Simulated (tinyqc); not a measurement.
Inside a calculation. Method: UHF in the sto-3g basis, for BH, spin multiplicity 3. One step of it, computed by the program tinyqc.

Problem. Iteration 2: DIIS coefficients. Solve [B -1; -1 0][c; lambda] = [0; -1] for the coefficients, which sum to one.

B (overlaps of the stored error matrices):
```
                1               2
1   3.0849831e-01  -4.5135093e-04
2  -4.5135093e-04   1.4603440e-03
```

Give: DIIS coefficients.

Solution.

DIIS coefficients: 0.006  0.994
